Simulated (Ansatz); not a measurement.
# AlH₄+ (singlet): wave-function methods side by side at distance H2–H3 = 1.396 Å, cc-pVDZ

How much of the correlation energy of AlH₄+ (singlet) does each wave-function method recover here?

Program: Ansatz 0.2.0, Gaussian basis. Level of theory: cc-pVDZ, core rule «outside noble gas», up to 5 orbitals frozen. These are calculated values, not measurements.

To be run: UHF; CCSD(T) on RHF; CCSD(T) on UHF; BCCD(T) on RHF; CISD; CCSDT(Q) on RHF; CCSDT(Q) on UHF; CASSCF and MRCISD+Q, 2 electrons in 2 orbitals; CASSCF and NEVPT2, 2 electrons in 2 orbitals; Full CI.

52 further runs of the same task are left out: 33 for a known fault of the program, 1 for a mislabelled method, 13 that didn't finish, 5 set aside as unsound or not needed.

## (1) The system

The geometry derives from a PBE0/def2-TZVP stationary point (not a proven minimum). One bond is set to the value named and the two fragments are kept rigid.

5 atoms, charge 1, spin multiplicity 1.

Atoms are counted from 1 here; the program's logs count them from 0.

Bond lengths: Al1–H4 1.552 Å, Al1–H5 1.552 Å. Angles: H4–Al1–H5 164.0°.

Coordinates:

```
Al    0.0000   -0.0204   -0.1186
H     0.0000   -0.4052    1.9224
H     0.0000    0.9908    1.9224
H     0.0000    1.5166   -0.3348
H     0.0000   -1.5573   -0.3348
```

## (2) UHF

Contents of in.yaml:

```yaml
crystal:
  periodic: [false, false, false]
  atoms:
    - {symbol: Al, position_ang: [0.000000, -0.020359, -0.118619]}
    - {symbol: H, position_ang: [0.000001, -0.405152, 1.922431]}
    - {symbol: H, position_ang: [-0.000001, 0.990848, 1.922431]}
    - {symbol: H, position_ang: [-0.000002, 1.516576, -0.334770]}
    - {symbol: H, position_ang: [0.000002, -1.557294, -0.334771]}
basis:
  gaussian: {orbitals: cc-pVDZ}
total_charge: 1
magnetization: {spin_polarized: true, initial_magnetization: 0}
hamiltonian: {xc: hf}
output: {orbitals: {seedname: orbitals}}
```

On the command line:

```bash
$ ansatz run in.yaml --threads 1 --pin off --events-out ev --progress --plain --max-ram 2393MiB
```

After this run come: CCSD(T) on RHF; CCSD(T) on UHF; BCCD(T) on RHF; CISD; CCSDT(Q) on RHF; CCSDT(Q) on UHF; CASSCF and MRCISD+Q, 2 electrons in 2 orbitals; CASSCF and NEVPT2, 2 electrons in 2 orbitals; Full CI.

**Question.** What will the summary of the whole plan be? Wanted: FCI below the RHF energy; RMP2 from FCI; RCCSD from FCI; RCCSD(T) from FCI; RCCSDT(Q) from FCI; NEVPT2 pair from FCI; MRCISD+Q pair from FCI; T1 diagnostic; effectively unpaired electrons.

As calculated:

```
                         quantity                                                value
         FCI below the RHF energy                                           -3.3242 eV
                    RMP2 from FCI                                           +940.4 meV
                   RCCSD from FCI                                            +52.7 meV
                RCCSD(T) from FCI                                            +14.0 meV
               RCCSDT(Q) from FCI                                             +0.5 meV
             NEVPT2 pair from FCI                                           +633.7 meV
           MRCISD+Q pair from FCI                                            -13.8 meV
levels within 1 kcal/mol (43 meV)  RCCSD(T), BCCD(T), RCCSDT, RCCSDT(Q), MRCISD+Q pair
                    T1 diagnostic                                                0.015
   effectively unpaired electrons                                                 0.11
```

In words: RCCSD(T) misses by +14.0 meV, 0.4 % of the correlation energy. MRCISD+Q pair falls below full CI: the +Q correction isn't variational, and the cores differ from full CI's. One determinant dominates. Of the multireference levels listed MRCISD+Q pair comes nearest in total energy (-13.8 meV), which doesn't show that its space is the better one. These misses are within one basis, not against nature.
